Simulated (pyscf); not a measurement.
**Four-centre exchange: `[CH3][Al]([CH3])[NH2]` + `[NH3]` → `[CH4]` + `[CH3][Al]([NH2])[NH2]`**

Gas phase, singlet surface, charge 0. Bonds broken: C1–Al2, N13–H14. Bonds formed: C1–H14, Al2–N13. Optimised with ωB97X-D3(BJ)/def2-SVP in PySCF.

Transition state (Å):

```xyz
16

C      1.0214    -0.2990     0.8637
Al    -0.9533     0.5243     0.3404
C     -1.7277    -0.6954    -0.9792
N     -1.8728     1.0431     1.7894
H      0.3891    -1.1555     1.1722
H      1.5521     0.0237     1.7743
H      1.7530    -0.7288     0.1589
H     -0.9775    -1.0342    -1.7150
H     -2.5483    -0.2187    -1.5432
H     -2.1466    -1.6027    -0.5097
H     -2.6488     0.5202     2.1814
H     -1.6182     1.7893     2.4272
N      0.1497     1.9349    -0.3853
H      0.8245     0.9426     0.1708
H      0.2510     2.0649    -1.3907
H      0.2258     2.8397     0.0770
```

One imaginary mode, 1486i cm⁻¹; descent along it reached the two sides named, in the forms told below.

```csv
bond,change,reactant side (Å),saddle,product side
C1–Al2,breaks,1.981,2.203,3.2
N13–H14,breaks,1.021,1.323,2.8
C1–H14,forms,3.1,1.435,1.101
Al2–N13,forms,2.099,1.932,1.785
```

Electronic energies relative to the separated reactants (kJ/mol):

```
level                   barrier  reaction energy  reverse barrier
----------------------  -------  ---------------  ---------------
ωB97X-D3(BJ)/def2-TZVP     39.7            -91.6            131.3
PBE/def2-TZVP              33.5            -86.0            119.5
r²SCAN/def2-TZVP           28.1            -94.1            122.2
B3LYP-D3(BJ)/def2-TZVP     42.7            -94.7            137.4
PBE0-D3(BJ)/def2-TZVP      31.0            -88.0            119.0
M06-2X/def2-TZVP           37.1            -98.0            135.1
ωB97M-D3(BJ)/def2-TZVP     44.5            -91.7            136.1
HF/def2-TZVP              107.6           -103.7            211.3
```

With ωB97M-D3(BJ)/def2-TZVP energies and thermal terms (ideal gas, 1 atm, RRHO with modes under 100 cm⁻¹ raised to 100, one conformer, R ln 2 for chiral ones without a mode under 150 cm⁻¹), in kJ/mol:

| T (K) | ΔH‡ | ΔG‡ | ΔH | ΔG |
|---|---|---|---|---|
| 298 | 35.9 | 78.7 | -91.8 | -89.7 |
| 600 | 38.2 | 121.4 | -92.0 | -87.6 |
| 900 | 41.7 | 162.3 | -92.0 | -85.4 |
| 1200 | 45.4 | 201.9 | -92.0 | -83.1 |

On the reactant side the descent ends in an adduct with a Al–N contact, 99.4 kJ/mol under the separated species and 139.1 kJ/mol under the saddle at ωB97X-D3(BJ)/def2-TZVP. What is counted as formed (Al–N) is already present as a longer contact in the reactant adduct; forming that adduct is a step of its own. At the saddle there is also a short Al–H contact that neither side keeps. This is the saddle that the search found; another between the same sides may lie lower.
